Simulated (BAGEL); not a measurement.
**HF/6-31G(d) (density fitting with qzvpp-jkfit, spherical functions) run of AlH3S (SMILES [AlH2][SH])**

Aim: the vertical singlet–triplet gap of AlH3S at HF/6-31G* (density fitting with qzvpp-jkfit, spherical functions), from 2 runs. 

The calculation is run with BAGEL 1.2.2.

9 further runs of the same task are left out: 9 set aside as unsound or not needed. Runs told in other sessions of the task aren't counted.

**1. The structure to begin with**

AlH3S: 5 atoms, total charge 0, spin state singlet. SMILES: `[AlH2][SH]`. The shape is that of a PBE0-D4/def2-TZVP optimisation.

Bond lengths: Al1–S2 2.181 Å, Al1–H3 1.579 Å, Al1–H4 1.581 Å, S2–H5 1.344 Å. Angles: Al1–S2–H5 93.7°, S2–Al1–H3 116.5°, S2–Al1–H4 118.9°, H3–Al1–H4 124.6°.

**2. A single-point energy at HF/6-31G(d) (density fitting with qzvpp-jkfit, spherical functions)**

The input, input.json:

```json
{ "bagel": [

{
  "title": "molecule",
  "basis": "6-31gs.json",
  "df_basis": "qzvpp-jkfit",
  "angstrom": "true",
  "geometry": [
    { "atom": "Al", "xyz": [      -0.616100,      -0.064200,      -0.181700 ] },
    { "atom": "S", "xyz": [       1.129100,      -0.343100,       1.096600 ] },
    { "atom": "H", "xyz": [      -1.981700,      -0.650100,       0.351100 ] },
    { "atom": "H", "xyz": [      -0.441100,       0.696000,      -1.556400 ] },
    { "atom": "H", "xyz": [       1.959700,       0.287800,       0.249000 ] }
  ]
},

{ "title": "hf" },

{ "title": "print", "file": "orbitals.molden", "orbitals": "true" }

]}
```

The basis set 6-31G* is read from a file made from the Basis Set Exchange's data (not shown).

Started as:

```sh
$ BAGEL_NUM_THREADS=1 BAGEL input.json > input.out
```

Output:

```text
* using 1 threads per process

  ===============================================================
  ===============================================================

  *** Geometry ***

  { "atom" : "Al", "xyz" : [     -1.164260,     -0.121320,     -0.343363 ] },
  { "atom" : "S", "xyz" : [      2.133690,     -0.648365,      2.072274 ] },
  { "atom" : "H", "xyz" : [     -3.744870,     -1.228511,      0.663483 ] },
  { "atom" : "H", "xyz" : [     -0.833558,      1.315249,     -2.941170 ] },
  { "atom" : "H", "xyz" : [      3.703296,      0.543863,      0.470542 ] },

  Number of auxiliary basis functions:      310

  Since a DF basis is specified, we compute 2- and 3-index integrals:
    o Being stored without compression. Storage requirement is 0.004 GB

  Number of basis functions:       42
  Number of electrons      :       32

    * METHOD: MOLECULE                             0.08

  *** RHF ***

  === Nuclear Repulsion ===
    73.8148997315

      * DIIS with orbital gradients will be used.

  === RHF iteration (6-31gs.json) ===
      0       -641.15297571          0.01069706           0.01
      1       -641.18412232          0.00320152           0.02
      2       -641.18709841          0.00101538           0.01
      3       -641.18746607          0.00015318           0.01
      4       -641.18747381          0.00003678           0.01
      5       -641.18747440          0.00000918           0.01
      6       -641.18747444          0.00000198           0.01
      7       -641.18747444          0.00000042           0.01
      8       -641.18747444          0.00000012           0.01
      9       -641.18747444          0.00000004           0.01
     10       -641.18747444          0.00000001           0.01
     11       -641.18747444          0.00000000           0.01
    * SCF iteration converged.

    * Permanent dipole moment:
           (    0.170250,    -0.249597,     0.548544) a.u.

    * METHOD: HF                                   0.23

    * METHOD: PRINT                                0.01

  ===============================================================
```

Wall time 0.44 s (1 thread of Arm Neoverse V1, shared host).

**3. The triplet, same level**

The input, job.json:

```json
{ "bagel": [

{
  "title": "molecule",
  "basis": "6-31gs.json",
  "df_basis": "qzvpp-jkfit",
  "angstrom": true,
  "geometry": [
    { "atom": "Al", "xyz": [   -0.616100,   -0.064200,   -0.181700 ] },
    { "atom": "S", "xyz": [    1.129100,   -0.343100,    1.096600 ] },
    { "atom": "H", "xyz": [   -1.981700,   -0.650100,    0.351100 ] },
    { "atom": "H", "xyz": [   -0.441100,    0.696000,   -1.556400 ] },
    { "atom": "H", "xyz": [    1.959700,    0.287800,    0.249000 ] }
  ]
},
{ "title": "uhf", "nopen": 2 },
{ "title": "print", "file": "orbitals.molden", "orbitals": true }

]}
```

The basis set 6-31G* is read from a file made from the Basis Set Exchange's data (not shown).

Started as:

```sh
$ BAGEL_NUM_THREADS=1 BAGEL job.json > job.out
```

Output:

```text
* using 1 threads per process

  ===============================================================
  ===============================================================

  *** Geometry ***

  { "atom" : "Al", "xyz" : [     -1.164260,     -0.121320,     -0.343363 ] },
  { "atom" : "S", "xyz" : [      2.133690,     -0.648365,      2.072274 ] },
  { "atom" : "H", "xyz" : [     -3.744870,     -1.228511,      0.663483 ] },
  { "atom" : "H", "xyz" : [     -0.833558,      1.315249,     -2.941170 ] },
  { "atom" : "H", "xyz" : [      3.703296,      0.543863,      0.470542 ] },

  Number of auxiliary basis functions:      310

  Since a DF basis is specified, we compute 2- and 3-index integrals:
    o Being stored without compression. Storage requirement is 0.004 GB

  Number of basis functions:       42
  Number of electrons      :       32

    * METHOD: MOLECULE                             0.08

  *** Open-shell HF ***

  === Nuclear Repulsion ===
    73.8148997315

      * DIIS with orbital gradients will be used.

  === UHF iteration (6-31gs.json) ===
      0       -640.95865789          0.02603058           0.02
      1       -641.01200497          0.00595513           0.03
      2       -641.01629827          0.00170275           0.03
      3       -641.01705962          0.00043154           0.03
      4       -641.01724779          0.00010450           0.03
      5       -641.01731843          0.00004199           0.03
      6       -641.01734303          0.00001858           0.02
      7       -641.01735169          0.00000727           0.03
      8       -641.01735352          0.00000224           0.03
      9       -641.01735368          0.00000083           0.03
     10       -641.01735369          0.00000027           0.03
     11       -641.01735369          0.00000014           0.03
     12       -641.01735369          0.00000008           0.03
     13       -641.01735369          0.00000003           0.03
     14       -641.01735369          0.00000002           0.03
     15       -641.01735369          0.00000001           0.03
     16       -641.01735369          0.00000001           0.03
     17       -641.01735369          0.00000000           0.03
    * SCF iteration converged.

    * S^2 (UHF) is 2.0327

    * Permanent dipole moment:
           (   -2.192743,     0.061744,    -1.055269) a.u.

    * METHOD: UHF                                  0.54

    * METHOD: PRINT                                0.01

  ===============================================================
```

Run time: 0.77 s. Hardware: 1 thread of Arm Neoverse V1, shared host.

**4. Outcome**

At HF/6-31G* (density fitting with qzvpp-jkfit, spherical functions):

| quantity | value |
| --- | --- |
| singlet: total energy | -641.18747 Eh |
| singlet: dipole moment | 1.59 D |
| singlet: HOMO energy | -10.47 eV |
| singlet: LUMO energy | 1.22 eV |
| singlet: HOMO–LUMO gap | 11.69 eV |
| triplet: total energy | -641.01735 Eh |
| triplet: dipole moment | 6.19 D |
| triplet: ⟨S²⟩ | 2.033 |
| vertical energy of the triplet above the singlet | 4.629 eV |

What this shows: At this shape the triplet lies 4.63 eV (107 kcal/mol) above the singlet.
